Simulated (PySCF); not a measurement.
# NaSi: frontier orbitals

PBE0 at R = 2.702 Å; Na x2c-TZVPPall, Si x2c-TZVPPall; spin-free X2C with a Gaussian nucleus (PySCF 2.14). State: ²Π (doublet), unpaired electrons π ↑, a second solution, started from another occupation. Only the outer orbitals are listed, counted within each symmetry.

| spin | orbital | occ. | ε (eV) | on Na (%) | main shells (%) |
| --- | --- | --- | --- | --- | --- |
| α | 2π | 1 | -31.79 | 100 | 100 Na p |
| α | 2π | 1 | -31.78 | 100 | 100 Na p |
| α | 6σ | 1 | -31.75 | 100 | 100 Na p |
| α | 7σ | 1 | -11.37 | 3 | 96 Si s |
| α | 3π | 1 | -4.59 | 5 | 94 Si p |
| α | 8σ | 1 | -4.35 | 22 | 76 Si p, 21 Na s |
| α | 3π | 0 | -2.50 | 10 | 89 Si p, 9 Na p |
| α | 9σ | 0 | -1.33 | 88 | 69 Na s, 19 Na p, 12 Si p |
| α | 4π | 0 | 0.16 | 97 | 97 Na p |
| β | 2π | 1 | -31.80 | 100 | 100 Na p |
| β | 2π | 1 | -31.78 | 100 | 100 Na p |
| β | 6σ | 1 | -31.76 | 100 | 100 Na p |
| β | 7σ | 1 | -10.35 | 5 | 94 Si s |
| β | 8σ | 1 | -4.05 | 29 | 69 Si p, 28 Na s |
| β | 3π | 0 | -2.22 | 13 | 86 Si p, 12 Na p |
| β | 3π | 0 | -1.35 | 25 | 75 Si p, 23 Na p |
| β | 9σ | 0 | -1.34 | 82 | 59 Na s, 23 Na p, 18 Si p |

Task: Which are the highest filled and the lowest empty level, where do they sit, and how wide is the gap?

Result: Highest filled β 8σ at -4.05 eV (in %: 69 Si p, 28 Na s); lowest empty α 3π at -2.50 eV (in %: 89 Si p, 9 Na p); the gap at PBE0 is 1.55 eV.

```
bond order (Mayer)                               : 0.97
⟨S²⟩                                             : 0.763
charge on Na (Mulliken, basis-dependent)         : 0.35
charge on Na (Löwdin, basis-dependent)           : 0.00
dipole moment (positive dipole means Na(−)Si(+)) : -5.16 D
```
